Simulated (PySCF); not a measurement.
C₄H₅N.
Atom-mapped SMILES: `[CH:1]#[C:2][CH2:3][N:4]=[CH2:5]` (hydrogens: H6 on C1; H7, H8 on C3; H9, H10 on C5)

Structure used (GFN2-xTB), in Å, numbered top down from 1:
```
atom  x, y, z in Å
C1     1.9638   -0.7715    0.0972
C2     1.1424    0.0990    0.0620
C3     0.0754    1.0852    0.0155
N4    -1.2751    0.5955   -0.0762
C5    -1.5492   -0.6243   -0.0995
H6     2.7193   -1.4991    0.1317
H7     0.2246    1.7478   -0.8460
H8     0.1157    1.7115    0.9156
H9    -0.8170   -1.4358   -0.0567
H10   -2.5910   -0.9036   -0.1660
```

Vertical excitations from PySCF (density fitting, frozen core in the response, grid level 2 and gas phase unless stated; continuum runs use non-equilibrium linear response for the excitations) on a GFN2-xTB geometry. Reference run:

| settings | S1, eV (f) | S2, eV (f) | S3, eV (f) | S4, eV (f) | S5, eV (f) | S6, eV (f) | T1, eV (Tamm–Dancoff) | mean α (au) |
| --- | --- | --- | --- | --- | --- | --- | --- | --- |
| PBE0/def2-SVPD, full TDDFT, 6 singlets | 5.06 (0.002) | 6.58 (0.017) | 6.59 (0.002) | 6.73 (0.000) | 6.89 (0.075) | 7.14 (0.002) | 4.18 | 52.9 |

What do these settings give: PBE0/def2-SVPD, TDA, 25 singlets?

```json
{"settings": "PBE0/def2-SVPD, TDA, 25 singlets", "S1, eV (f)": "5.12 (0.003)", "S2, eV (f)": "6.59 (0.016)", "S3, eV (f)": "6.61 (0.002)", "S4, eV (f)": "6.74 (0.000)", "S5, eV (f)": "6.91 (0.081)", "S6, eV (f)": "7.15 (0.002)", "T1, eV (Tamm–Dancoff)": "4.18", "mean α (au)": "52.9"}
```

S1 moves by +0.06 eV; the lowest Tamm–Dancoff root can't lie below the lowest full-response root of a stable reference. States are counted by energy in each run and needn't keep their character from row to row.

Give the leading configurations of S1 (H = HOMO, L = LUMO) and the HOMO–LUMO gap of each run.

```tsv
settings	S1 configurations (weight)	S1 (eV)	orbital gap (eV)	S1 − gap (eV)
PBE0/def2-SVPD, full TDDFT, 6 singlets	H→L 0.99	5.06	7.11	-2.05
PBE0/def2-SVPD, TDA, 25 singlets	H→L 0.99	5.12	7.11	-1.99
```

One conformer stands for the species.
